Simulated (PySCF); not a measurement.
Species: carbonyl fluoride, CF2O.
Structure used (PBE0-D3(BJ)/def2-SVP), in Å, numbered top down from 1:
```xyz
4
CF2O angstrom
O     -0.3891    1.0930    0.8262
C     -0.0364    0.0814    0.3530
F     -0.3498   -0.3609   -0.8360
F      0.7399   -0.8028    0.9223
```

The closed-shell ground state was solved at several levels (PySCF, density fitting, gas phase, non-relativistic).

```csv
level,basis functions,HOMO (eV),LUMO (eV),gap (eV),dipole (D)
CAM-B3LYP/pcJ-1,108,-11.88,0.84,12.72,1.15
HF/def2-SVPD,89,-15.34,2.07,17.41,1.21
B3LYP/def2-TZVP,124,-10.05,-0.75,9.30,1.15
B3LYP/6-31G*,56,-9.54,-0.26,9.28,1.21
BHandHLYP/pcJ-1,108,-12.24,0.87,13.11,1.16
B3LYP/pcJ-2,204,-10.11,-0.83,9.28,1.14
B3LYP/aug-cc-pVTZ-J,184,-10.11,-0.86,9.25,1.12
LDA/def2-SVPD,89,-8.83,-2.20,6.63,1.11
B3LYP/pcJ-0,52,-10.08,-1.17,8.91,0.99
PBE/def2-SVPD,89,-8.59,-1.86,6.73,1.11
B3LYP/cc-pVTZ,120,-9.95,-0.63,9.32,1.15
```

(1) What might B3LYP/def2-SVPD (89 basis functions) give for the same quantities?

(2) Over all these levels, which gives the widest orbital gap and which the narrowest?

(3) How much does the basis alone move the frontier levels among the 7 B3LYP rows (the withheld one included)?

(4) In the def2-SVPD basis, how does the gap go with the fixed share of exact exchange?

(5) How far do the dipole and the HOMO energy spread over the levels?

## Answers

(1) HOMO -10.22 eV, LUMO -1.01 eV, gap 9.21 eV, dipole 1.10 D.

(2) HF/def2-SVPD (Hartree–Fock, all exact exchange) has the widest, 17.41 eV, and LDA/def2-SVPD (LDA) the narrowest, 6.63 eV. The two share the basis. From the narrowest to the widest the HOMO moves by -6.51 eV and the LUMO by +4.27 eV.

(3) The HOMO by 0.68 eV and the LUMO by 0.91 eV. By rising basis size (HOMO, LUMO in eV): pcJ-0 -10.08, -1.17; 6-31G* -9.54, -0.26; def2-SVPD -10.22, -1.01; cc-pVTZ -9.95, -0.63; def2-TZVP -10.05, -0.75; aug-cc-pVTZ-J -10.11, -0.86; pcJ-2 -10.11, -0.83.

(4) LDA (0 %) 6.63 eV; PBE (0 %) 6.73 eV; B3LYP (20 %) 9.21 eV; HF (100 %) 17.41 eV. Each rise in the share widens the gap here.

(5) The dipole runs from 0.99 to 1.21 D (mean 1.13 D) and the HOMO from -15.34 to -8.59 eV.
